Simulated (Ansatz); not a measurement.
**Ca₃O₂: from a trial structure to a relaxed crystal**

The calculation used DFT PBE, scalar-relativistic, plane waves, PAW (Ansatz 0.2.0). Cutoff 420 eV, Γ-centred k mesh, Gaussian smearing, no spin polarisation in the final step.

Ca₃O₂ was placed on the anti-tetradymite structure type (R-3m, No. 166), with O in place of Bi, Ca in place of Te, at a guessed volume.

```
Ca O
1.0
     1.84686    1.06628    8.56112
    -1.84686    1.06628    8.56112
     0.00000   -2.13257    8.56112
Ca O
3 2
Direct
  0.00000 0.00000 0.00000
  0.20950 0.20950 0.20950
  0.79050 0.79050 0.79050
  0.40000 0.40000 0.40000
  0.60000 0.60000 0.60000
```

Steps on the 6×6×6 mesh (5 atoms). 8 of 8 steps are shown, and the free energy counts from the last. Trial steps that were taken back and renewals of the plane-wave basis can be among the rows.

| step | ΔF (meV/atom) | V (Å³/atom) | P (GPa) | largest force component (eV/Å) |
| --- | --- | --- | --- | --- |
| 1 | 566.9 | 20.23 | -4.38 | 4.537 |
| 2 | 262.2 | 19.96 | -4.15 | 2.352 |
| 3 | 96.2 | 19.51 | -2.98 | 1.234 |
| 4 | 52.0 | 19.40 | -2.03 | 1.102 |
| 5 | 17.7 | 19.07 | -1.45 | 0.739 |
| 6 | 1.9 | 18.71 | -0.41 | 0.325 |
| 7 | -1.0 | 18.61 | 0.05 | 0.018 |
| 8 | 0.0 | 18.61 | -0.09 | 0.018 |

A final relaxation ran on a 12×12×12 mesh. The relaxed crystal, R-3m (No. 166):

```
Ca O
1.0
     1.74443    1.00714    8.81736
    -1.74443    1.00714    8.81736
     0.00000   -2.01429    8.81736
Ca O
3 2
Direct
  0.00000 0.00000 0.00000
  0.22873 0.22873 0.22873
  0.77127 0.77127 0.77127
  0.38585 0.38585 0.38585
  0.61415 0.61415 0.61415
```

| Quantity | Value |
| --- | --- |
| Volume per atom | 18.59 Å³ |
| Density | 2.72 g/cm³ |
| Energy over the elements | -2.23 eV/atom |
| Gap on the 12×12×12 mesh | 0 eV (a metal) |

Formation energies are uncorrected and refer to the elements' standard structures at the same level (O₂ as a molecule).

The final run used a 12×12×12 mesh on its 5-atom cell and 0.10 eV smearing. The k mesh leaves about 4 meV/atom of noise in metals.

A structure relaxed within its symmetry needn't be a true minimum.

Cost: 3 runs of about 3.3 core-minutes in all, on Arm Neoverse V1 (shared hosts).